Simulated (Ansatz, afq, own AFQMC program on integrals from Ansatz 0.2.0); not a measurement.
Breaking C2–C1 in C₂H₄, singlet

```xyz
6

C    -0.0879   -0.6436   -0.1436
C     0.0879    0.6436    0.1436
H     0.0325   -1.4236    0.6145
H    -0.3604   -0.9761   -1.1500
H    -0.0325    1.4236   -0.6145
H     0.3604    0.9761    1.1500
```

Products: CH2 (triplet, the lower of two spins tried; CH2) and CH₂ (triplet), each relaxed with PBE0/def2-SVP like the molecule; electronic energies without zero-point terms. Determinants: RHF, UHF and UHF in that order.

Basis def2-TZVP. Noble-gas cores (and the filled d shells of Ga–Kr and In–Xe) are frozen. Ansatz 0.2.0 and our own AFQMC program on the same integrals; the CISD trial comes from CCSD amplitudes, and released means the phaseless constraint is let go. Uncertainties: one standard error, sampling alone. The errors of all members are added in quadrature.

No full CI on the walks' own integrals is used here; CCSDT(Q) serves as the reference and is uncertain by about the last step of the cluster series. Each member takes its own surest rung, up to full CI.

The best estimate is CCSD(T) at the basis-set limit (CBS: def2-TZVPP and def2-QZVPP, with their diffuse functions for anions and beside diffuse sets, CCSD(T) itself extrapolated) plus the step from CCSD(T) to CCSDT(Q) in def2-TZVP. Rows without CBS are in def2-TZVP; B2PLYP and the wave-function rows carry a basis error of their own. Core correlation and relativity beyond core potentials are missing, and ± holds the sampling alone.

Cautions: C₂H₄ (singlet): the released energies move by 1.5 errors or more from one time to the next, so no released level is given (meV from the phaseless value at times in 1/Eh: -13 ± 5 at 0.24, -21 ± 5 at 0.51, -12 ± 6 at 0.99, -11 ± 5 at 1.62, -28 ± 7 at 2.40), though the last usable value meets CCSDT(Q) within the noise, its ph-AFQMC/CISD value lies 16 ± 5 meV above CCSDT(Q).

Best estimate: 181.9 kcal/mol.

| level | bond energy (kcal/mol) | error against the best estimate (kcal/mol) |
| --- | --- | --- |
| HF | 118.4 | -63.4 |
| MP2 | 180.8 | -1.1 |
| CCSD | 172.4 | -9.5 |
| CCSD(T) | 177.4 | -4.5 |
| CCSDT | 177.1 | -4.8 |
| CCSDT(Q) | 177.4 | -4.4 |
| ph-AFQMC/CISD | 177.2 ± 0.1 | -4.7 ± 0.1 |
| HF/CBS | 118.6 | -63.3 |
| MP2/CBS | 186.3 | 4.4 |
| CCSD(T)/CBS | 181.9 | 0.0 |
| PBE | 182.7 | 0.8 |
| r2SCAN | 169.4 | -12.5 |
| PBE0 | 176.5 | -5.4 |
| B3LYP | 179.1 | -2.8 |
| wB97M-V | 182.8 | 0.9 |
| B2PLYP | 180.0 | -1.9 |

Correlation beyond CCSD(T) changes it by less than 2 meV. Going to the basis-set limit adds 4.4 kcal/mol at CCSD(T). The perturbative (T) step is worth +5.1 kcal/mol. The functionals spread over 13.4 kcal/mol; PBE and wB97M-V come nearest and r2SCAN is 12.5 kcal/mol too low.

Best estimates are given only where the step beyond CCSD(T) is under 0.3 eV and no member's determinant is very poor (T1 over 0.05, or 0.07 for open shells, ⟨S²⟩ too high by 0.3, two states mixed), so the hardest cases are missing from such tables.

The functionals ran in a triple-zeta set and keep a basis error of their own, a few kJ/mol for each bond in atomization energies and more for double hybrids, so close places among them and the extrapolated levels can swap.

CCSDT and higher add their correlation energy to the determinant of the CCSD(T) run, since their own runs factorise the integrals more tightly (a shift of under 2 meV). Each member of a difference takes its own highest rung, so a best estimate needn't equal the limit plus the step of one row. A walk keeps the symmetry of its determinant, which the program's search chose and which needn't be the lowest solution, so a lower state of the same spin and another symmetry isn't excluded.
